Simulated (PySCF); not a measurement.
Species: C5H11N.
Structure used (GFN2-xTB), in Å, numbered top down from 1:
```
atom  x, y, z in Å
C1     2.298   -0.007    0.234
C2     1.104    0.053   -0.710
N3    -0.079   -0.459   -0.066
C4    -1.325   -0.500   -0.833
C5    -2.083   -0.010    0.405
C6    -0.709    0.347    0.981
H7     2.440   -1.026    0.585
H8     3.200    0.321   -0.278
H9     2.133    0.635    1.095
H10    0.963    1.094   -1.060
H11    1.294   -0.573   -1.588
H12   -1.568   -1.497   -1.205
H13   -1.357    0.213   -1.667
H14   -2.580   -0.810    0.945
H15   -2.773    0.816    0.254
H16   -0.480    1.419    0.909
H17   -0.486   -0.004    1.990
```

Theory: TDDFT CAM-B3LYP/def2-SVPD, vertical, gas phase, core orbitals frozen in the response (PySCF 2.14.0, density-fitted response routines).

Computed states:

```tsv
state	E (eV)	f
S1	6.16	0.026
S2	6.60	0.011
S3	6.70	0.0060
S4	7.18	0.072
S5	7.52	0.0088
S6	7.76	0.0053
S7	8.02	0.019
S8	8.18	0.063
```

Broadening: Gaussians 0.3 eV wide at half height, area fixed by f = 4.319×10⁻⁹ ∫ε dν̃. The width is an assumption, not a result. The curve ends short of the highest state used, and states not computed would add to its high-energy end.

Question: Give the broadened spectrum and its maxima.

Answer: 
| E (eV) | ε (L mol⁻¹ cm⁻¹) |
| --- | --- |
| 5.71 | 4 |
| 5.76 | 16 |
| 5.80 | 40 |
| 5.84 | 93 |
| 5.89 | 234 |
| 5.93 | 437 |
| 5.97 | 738 |
| 6.02 | 1239 |
| 6.06 | 1677 |
| 6.10 | 2058 |
| 6.15 | 2315 |
| 6.19 | 2279 |
| 6.23 | 2039 |
| 6.28 | 1567 |
| 6.32 | 1179 |
| 6.36 | 880 |
| 6.41 | 712 |
| 6.45 | 749 |
| 6.50 | 952 |
| 6.54 | 1167 |
| 6.58 | 1353 |
| 6.63 | 1464 |
| 6.67 | 1421 |
| 6.71 | 1272 |
| 6.76 | 1001 |
| 6.80 | 793 |
| 6.84 | 669 |
| 6.89 | 746 |
| 6.93 | 1083 |
| 6.97 | 1726 |
| 7.02 | 2954 |
| 7.06 | 4152 |
| 7.10 | 5315 |
| 7.15 | 6317 |
| 7.19 | 6505 |
| 7.23 | 6090 |
| 7.28 | 4939 |
| 7.32 | 3819 |
| 7.36 | 2792 |
| 7.41 | 1857 |
| 7.45 | 1411 |
| 7.49 | 1165 |
| 7.54 | 1005 |
| 7.58 | 922 |

Maxima: 201 nm (6.16 eV), ε about 2300, made up of S1 (100%); 187 nm (6.64 eV), ε about 1500, made up of S2 (68%) and S3 (32%); 173 nm (7.18 eV), ε about 6500, made up of S4 (100%) (ε in L mol⁻¹ cm⁻¹; maxima over ε = 5, shares over 10%).

Question: On this curve, what absorbance would a 10⁻⁴ mol/L sample give at 193 nm over a 1 cm path?

Answer: 193 nm is 6.424 eV, where ε is about 710 L mol⁻¹ cm⁻¹, so A = ε c l ≈ 0.071 (Beer–Lambert, with the gas-phase spectrum and the assumed width).

Question: What would ε be at 7.18 eV, the highest of these maxima, with half the width (0.15 eV)?

Answer: About 13000 L mol⁻¹ cm⁻¹ against 6520, a factor of about 1.99; a lone state at its own centre would give exactly 2.

Question: Coming from long wavelengths, where does ε first pass 100 L mol⁻¹ cm⁻¹?

Answer: At about 212 nm (5.84 eV), 0.32 eV below S1.

One conformer stands for the species.
